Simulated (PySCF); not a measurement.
hydrogen cyanide (CHN), SMILES C#N. Heavy atoms are numbered as in [CH:1]#[N:2]. Hydrogens are named by the atom that carries them.

Geometry: ωB97X-D3(BJ)/def2-TZVPD.

These are PBE/pcSseg-2 (PySCF) values and carry that method's errors.

GIAO shieldings, no solvent; atoms alike by connectivity are averaged. δ = σ(ref) − σ: ¹³C against TMS (σ = 181.4 ppm); ¹⁵N against NH3 (σ = 262.8 ppm); ¹H against TMS (σ = 31.47 ppm), references at their B3LYP-D3(BJ)/def2-TZVP geometries, non-relativistic.

| nucleus | atoms | count | δ (ppm) |
|---|---|---|---|
| ¹³C | C1 (CH) | 1 | 109.4 |
| ¹⁵N | N2 | 1 | 306.6 |
| ¹H | H on C1 | 1 | 2.48 |
